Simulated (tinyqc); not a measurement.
UHF in the sto-3g basis, for CH2, spin multiplicity 1, step by step. One step of it, computed by the program tinyqc.

Question. Iteration 1: building the Fock matrix. J_ij = sum D_kl (ij|kl) with D = D(alpha) + D(beta), K_ij = sum D_kl (ik|jl) for each spin; F = H + J - K(s); E = tr D H + tr D J / 2 - 0.5 sum_s tr D(s) K(s) + E_nn.

D(alpha) at the start:
```
,1C 1s,1C 2s,1C 2px,1C 2py,1C 2pz,2H 1s,3H 1s
1C 1s,1.023612,-0.090611,0.067042,0.000000,0.021495,-0.081277,-0.081277
1C 2s,-0.090611,0.439097,-0.223724,0.000000,-0.080339,0.180562,0.180562
1C 2px,0.067042,-0.223724,0.415016,0.000000,0.442828,-0.011721,-0.011721
1C 2py,0.000000,0.000000,0.000000,0.555699,0.000000,0.210992,-0.210992
1C 2pz,0.021495,-0.080339,0.442828,0.000000,0.551785,0.075274,0.075274
2H 1s,-0.081277,0.180562,-0.011721,0.210992,0.075274,0.178218,0.017996
3H 1s,-0.081277,0.180562,-0.011721,-0.210992,0.075274,0.017996,0.178218
```

D(beta) at the start:
```
,1C 1s,1C 2s,1C 2px,1C 2py,1C 2pz,2H 1s,3H 1s
1C 1s,1.023612,-0.090611,-0.067042,0.000000,0.021495,-0.081277,-0.081277
1C 2s,-0.090611,0.439097,0.223724,0.000000,-0.080339,0.180562,0.180562
1C 2px,-0.067042,0.223724,0.415016,0.000000,-0.442828,0.011721,0.011721
1C 2py,0.000000,0.000000,0.000000,0.555699,0.000000,0.210992,-0.210992
1C 2pz,0.021495,-0.080339,-0.442828,0.000000,0.551785,0.075274,0.075274
2H 1s,-0.081277,0.180562,0.011721,0.210992,0.075274,0.178218,0.017996
3H 1s,-0.081277,0.180562,0.011721,-0.210992,0.075274,0.017996,0.178218
```

core Hamiltonian H = T + V (hartree):
```
,1C 1s,1C 2s,1C 2px,1C 2py,1C 2pz,2H 1s,3H 1s
1C 1s,-18.683195,-4.507003,0.000000,0.000000,-0.017642,-0.996174,-0.996174
1C 2s,-4.507003,-5.619214,0.000000,0.000000,-0.185138,-2.265096,-2.265096
1C 2px,0.000000,0.000000,-4.495247,0.000000,0.000000,0.000000,0.000000
1C 2py,0.000000,0.000000,0.000000,-4.648198,0.000000,-1.542865,1.542865
1C 2pz,-0.017642,-0.185138,0.000000,0.000000,-4.572055,-1.138805,-1.138805
2H 1s,-0.996174,-2.265096,0.000000,-1.542865,-1.138805,-3.466158,-0.682060
3H 1s,-0.996174,-2.265096,0.000000,1.542865,-1.138805,-0.682060,-3.466158
```

Two-electron integrals (ij|kl) in chemists' order, unique and non-zero (hartree):
```
i,j,k,l,(ij|kl)
1,1,1,1,3.541948
2,1,1,1,0.576921
2,1,2,1,0.111888
2,2,1,1,0.854682
2,2,2,1,0.205284
2,2,2,2,0.624709
3,1,3,1,0.020296
3,2,3,1,0.030858
3,2,3,2,0.137996
3,3,1,1,0.852436
3,3,2,1,0.205335
3,3,2,2,0.624568
3,3,3,3,0.672833
4,1,4,1,0.020296
4,2,4,1,0.030858
4,2,4,2,0.137996
4,3,4,3,0.036269
4,4,1,1,0.852436
4,4,2,1,0.205335
4,4,2,2,0.624568
4,4,3,3,0.600295
4,4,4,4,0.672833
5,1,5,1,0.020296
5,2,5,1,0.030858
5,2,5,2,0.137996
5,3,5,3,0.036269
5,4,5,4,0.036269
5,5,1,1,0.852436
5,5,2,1,0.205335
5,5,2,2,0.624568
5,5,3,3,0.600295
5,5,4,4,0.600295
5,5,5,5,0.672833
6,1,1,1,0.127041
6,1,2,1,0.024490
6,1,2,2,0.044849
6,1,3,3,0.044694
6,1,4,1,0.001223
6,1,4,2,0.002276
6,1,4,4,0.045013
6,1,5,1,0.000867
6,1,5,2,0.001613
6,1,5,4,0.000226
6,1,5,5,0.044854
6,1,6,1,0.005481
6,2,1,1,0.303409
6,2,2,1,0.073842
6,2,2,2,0.247088
6,2,3,3,0.241176
6,2,4,1,0.005738
6,2,4,2,0.039463
6,2,4,4,0.252830
6,2,5,1,0.004066
6,2,5,2,0.027966
6,2,5,4,0.008259
6,2,5,5,0.247029
6,2,6,1,0.016861
6,2,6,2,0.127881
6,3,3,1,0.007526
6,3,3,2,0.039635
6,3,4,3,0.007729
6,3,5,3,0.005477
6,3,6,3,0.015763
6,4,1,1,0.210477
6,4,2,1,0.051889
6,4,2,2,0.184110
6,4,3,3,0.174822
6,4,4,1,0.011043
6,4,4,2,0.066944
6,4,4,4,0.198407
6,4,5,1,0.002492
6,4,5,2,0.019352
6,4,5,4,0.011236
6,4,5,5,0.178903
6,4,6,1,0.012408
6,4,6,2,0.113197
6,4,6,4,0.114147
6,5,1,1,0.149153
6,5,2,1,0.036771
6,5,2,2,0.130468
6,5,3,3,0.123887
6,5,4,1,0.002492
6,5,4,2,0.019352
6,5,4,4,0.129645
6,5,5,1,0.009292
6,5,5,2,0.053349
6,5,5,4,0.011810
6,5,5,5,0.137733
6,5,6,1,0.008793
6,5,6,2,0.080216
6,5,6,4,0.069719
6,5,6,5,0.065169
6,6,1,1,0.452347
6,6,2,1,0.111974
6,6,2,2,0.425735
6,6,3,3,0.403105
6,6,4,1,0.011001
6,6,4,2,0.101356
6,6,4,4,0.447960
6,6,5,1,0.007796
6,6,5,2,0.071826
6,6,5,4,0.031787
6,6,5,5,0.425630
6,6,6,1,0.025949
6,6,6,2,0.277854
6,6,6,4,0.271734
6,6,6,5,0.192563
6,6,6,6,0.774606
7,1,1,1,0.127041
7,1,2,1,0.024490
7,1,2,2,0.044849
7,1,3,3,0.044694
7,1,4,1,-0.001223
7,1,4,2,-0.002276
7,1,4,4,0.045013
7,1,5,1,0.000867
7,1,5,2,0.001613
7,1,5,4,-0.000226
7,1,5,5,0.044854
7,1,6,1,0.005322
7,1,6,2,0.015906
7,1,6,4,0.010637
7,1,6,5,0.008305
7,1,6,6,0.024024
7,1,7,1,0.005481
7,2,1,1,0.303409
7,2,2,1,0.073842
7,2,2,2,0.247088
7,2,3,3,0.241176
7,2,4,1,-0.005738
7,2,4,2,-0.039463
7,2,4,4,0.252830
7,2,5,1,0.004066
7,2,5,2,0.027966
7,2,5,4,-0.008259
7,2,5,5,0.247029
7,2,6,1,0.015906
7,2,6,2,0.093625
7,2,6,4,0.059220
7,2,6,5,0.057191
7,2,6,6,0.160415
7,2,7,1,0.016861
7,2,7,2,0.127881
7,3,3,1,0.007526
7,3,3,2,0.039635
7,3,4,3,-0.007729
7,3,5,3,0.005477
7,3,6,3,0.010866
7,3,7,3,0.015763
7,4,1,1,-0.210477
7,4,2,1,-0.051889
7,4,2,2,-0.184110
7,4,3,3,-0.174822
7,4,4,1,0.011043
7,4,4,2,0.066944
7,4,4,4,-0.198407
7,4,5,1,-0.002492
7,4,5,2,-0.019352
7,4,5,4,0.011236
7,4,5,5,-0.178903
7,4,6,1,-0.010637
7,4,6,2,-0.059220
7,4,6,4,-0.027637
7,4,6,5,-0.035449
7,4,6,6,-0.093171
7,4,7,1,-0.012408
7,4,7,2,-0.113197
7,4,7,4,0.114147
7,5,1,1,0.149153
7,5,2,1,0.036771
7,5,2,2,0.130468
7,5,3,3,0.123887
7,5,4,1,-0.002492
7,5,4,2,-0.019352
7,5,4,4,0.129645
7,5,5,1,0.009292
7,5,5,2,0.053349
7,5,5,4,-0.011810
7,5,5,5,0.137733
7,5,6,1,0.008305
7,5,6,2,0.057191
7,5,6,4,0.035449
7,5,6,5,0.045088
7,5,6,6,0.104199
7,5,7,1,0.008793
7,5,7,2,0.080216
7,5,7,4,-0.069719
7,5,7,5,0.065169
7,6,1,1,0.084018
7,6,2,1,0.020552
7,6,2,2,0.071944
7,6,3,3,0.069837
7,6,4,4,0.071836
7,6,5,1,0.001832
7,6,5,2,0.013695
7,6,5,5,0.074085
7,6,6,1,0.004599
7,6,6,2,0.034207
7,6,6,4,0.026194
7,6,6,5,0.023543
7,6,6,6,0.070733
7,6,7,1,0.004599
7,6,7,2,0.034207
7,6,7,4,-0.026194
7,6,7,5,0.023543
7,6,7,6,0.011242
7,7,1,1,0.452347
7,7,2,1,0.111974
7,7,2,2,0.425735
7,7,3,3,0.403105
7,7,4,1,-0.011001
7,7,4,2,-0.101356
7,7,4,4,0.447960
7,7,5,1,0.007796
7,7,5,2,0.071826
7,7,5,4,-0.031787
7,7,5,5,0.425630
7,7,6,1,0.024024
7,7,6,2,0.160415
7,7,6,4,0.093171
7,7,6,5,0.104199
7,7,6,6,0.280863
7,7,7,1,0.025949
7,7,7,2,0.277854
7,7,7,4,-0.271734
7,7,7,5,0.192563
7,7,7,6,0.070733
7,7,7,7,0.774606
```

nuclear repulsion = 5.81183191 hartree

Give: Coulomb J; exchange K(alpha); exchange K(beta); F(alpha); F(beta); total energy of this density.

Answer.

Coulomb J (hartree):
```
,1C 1s,1C 2s,1C 2px,1C 2py,1C 2pz,2H 1s,3H 1s
1C 1s,11.5176,2.2278,0.0000,0.0000,0.0126,0.4897,0.4897
1C 2s,2.2278,5.1515,0.0000,0.0000,0.1146,2.0514,2.0514
1C 2px,0.0000,0.0000,5.0887,0.0000,0.0000,0.0000,0.0000
1C 2py,0.0000,0.0000,0.0000,5.2011,0.0000,1.5311,-1.5311
1C 2pz,0.0126,0.1146,0.0000,0.0000,5.1485,1.1123,1.1123
2H 1s,0.4897,2.0514,0.0000,1.5311,1.1123,3.6180,0.5991
3H 1s,0.4897,2.0514,0.0000,-1.5311,1.1123,0.5991,3.6180
```

exchange K(alpha) (hartree):
```
,1C 1s,1C 2s,1C 2px,1C 2py,1C 2pz,2H 1s,3H 1s
1C 1s,3.5809,0.6405,0.0044,0.0000,0.0020,0.1431,0.1431
1C 2s,0.6405,0.8069,-0.1614,0.0000,0.0819,0.4191,0.4191
1C 2px,0.0044,-0.1614,0.4355,0.0000,0.2789,-0.0079,-0.0079
1C 2py,0.0000,0.0000,0.0000,0.7400,0.0000,0.3195,-0.3195
1C 2pz,0.0020,0.0819,0.2789,0.0000,0.5940,0.2129,0.2129
2H 1s,0.1431,0.4191,-0.0079,0.3195,0.2129,0.5386,0.1359
3H 1s,0.1431,0.4191,-0.0079,-0.3195,0.2129,0.1359,0.5386
```

exchange K(beta) (hartree):
```
,1C 1s,1C 2s,1C 2px,1C 2py,1C 2pz,2H 1s,3H 1s
1C 1s,3.5809,0.6405,-0.0044,0.0000,0.0020,0.1431,0.1431
1C 2s,0.6405,0.8069,0.1614,0.0000,0.0819,0.4191,0.4191
1C 2px,-0.0044,0.1614,0.4355,0.0000,-0.2789,0.0079,0.0079
1C 2py,0.0000,0.0000,0.0000,0.7400,0.0000,0.3195,-0.3195
1C 2pz,0.0020,0.0819,-0.2789,0.0000,0.5940,0.2129,0.2129
2H 1s,0.1431,0.4191,0.0079,0.3195,0.2129,0.5386,0.1359
3H 1s,0.1431,0.4191,0.0079,-0.3195,0.2129,0.1359,0.5386
```

F(alpha) (hartree):
```
,1C 1s,1C 2s,1C 2px,1C 2py,1C 2pz,2H 1s,3H 1s
1C 1s,-10.7465,-2.9196,-0.0044,0.0000,-0.0070,-0.6496,-0.6496
1C 2s,-2.9196,-1.2746,0.1614,0.0000,-0.1524,-0.6328,-0.6328
1C 2px,-0.0044,0.1614,0.1579,0.0000,-0.2789,0.0079,0.0079
1C 2py,0.0000,0.0000,0.0000,-0.1871,0.0000,-0.3312,0.3312
1C 2pz,-0.0070,-0.1524,-0.2789,0.0000,-0.0176,-0.2395,-0.2395
2H 1s,-0.6496,-0.6328,0.0079,-0.3312,-0.2395,-0.3867,-0.2189
3H 1s,-0.6496,-0.6328,0.0079,0.3312,-0.2395,-0.2189,-0.3867
```

F(beta) (hartree):
```
,1C 1s,1C 2s,1C 2px,1C 2py,1C 2pz,2H 1s,3H 1s
1C 1s,-10.7465,-2.9196,0.0044,0.0000,-0.0070,-0.6496,-0.6496
1C 2s,-2.9196,-1.2746,-0.1614,0.0000,-0.1524,-0.6328,-0.6328
1C 2px,0.0044,-0.1614,0.1579,0.0000,0.2789,-0.0079,-0.0079
1C 2py,0.0000,0.0000,0.0000,-0.1871,0.0000,-0.3312,0.3312
1C 2pz,-0.0070,-0.1524,0.2789,0.0000,-0.0176,-0.2395,-0.2395
2H 1s,-0.6496,-0.6328,-0.0079,-0.3312,-0.2395,-0.3867,-0.2189
3H 1s,-0.6496,-0.6328,-0.0079,0.3312,-0.2395,-0.2189,-0.3867
```

total energy of this density = -38.240721 hartree

This density is the starting one.
